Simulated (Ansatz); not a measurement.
C4H6O can be A, `C=C=C(C)O`, or B, `OC1=CCC1`.

Calculated with Ansatz (gas phase, PBE0-D4/def2-TZVP geometries, no zero-point term in ΔE). CCSD(T)/CBS adds triple-zeta CCSD(T) − MP2 to the extrapolated MP2 energy (def2 sets, frozen cores). Functionals use def2-TZVPP. B3LYP here is the variant with VWN-RPA as its local correlation; programs differ in this. Each species was taken in one conformer, which may not be the lowest.

A:

```xyz
11

C    -0.931    1.337    1.390
C    -0.229    0.579    0.596
C     0.474   -0.182   -0.201
C    -0.107   -1.153   -1.169
O     1.843   -0.177   -0.240
H    -1.263    2.329    1.090
H    -1.221    1.010    2.386
H     0.250   -2.162   -0.946
H    -1.194   -1.140   -1.125
H     0.214   -0.905   -2.184
H     2.166    0.464    0.402
```

B:

Z-matrix (Å, degrees):
```
C
C 1 1.559
C 1 1.511 2 86.8
H 1 1.094 2 113.9 3 -117.2
H 1 1.094 2 113.9 3 117.2
C 2 1.500 1 84.6 3 0.0
H 2 1.094 1 114.9 3 116.1
H 2 1.094 1 114.9 3 -116.1
H 3 1.081 1 133.2 2 -180.0
O 6 1.343 2 130.9 1 180.0
H 10 0.961 6 109.1 2 0.2
```

Question: Which isomer does CCSD(T)/CBS put lower? Give the gap. (Best estimate.)

Answer: Computed: B, by 22.9 kJ/mol.

Question: Give E(B) − E(A) in kJ/mol with B3LYP, LDA (SPW92), r2SCAN-D4, CCSD(T)/def2-SVP, B2PLYP, B3LYP-D4, PBE0-D4. (Best estimate.)

Answer: Ansatz gave: B3LYP -2.4, LDA (SPW92) -37.1, r2SCAN-D4 -15.3, CCSD(T)/def2-SVP -22.8, B2PLYP -12.1, B3LYP-D4 -4.8, PBE0-D4 -32.3. None reverses the order clearly.

Question: Does the order hold for the free energy at 298.15 K (harmonic terms from PBE0-D4)? (An estimate is asked.)

Answer: Computed: Yes: G(B) − G(A) = -13.2 kJ/mol, for one conformer each.

Largest T1 diagnostic: 0.012.

Leaving LDA and LC-ωPBE aside and taking each functional with its dispersion term where it has one, the values, not all of them listed here, spread over 46.2 kJ/mol, from PBE-QIDH to BLYP-D4. LDA lies −17.6 kJ/mol from PBE without D4. From BLYP to BHLYP (50 % exact exchange), in def2-TZVPP and without D4, E(B) − E(A) moves by −23.4 kJ/mol.
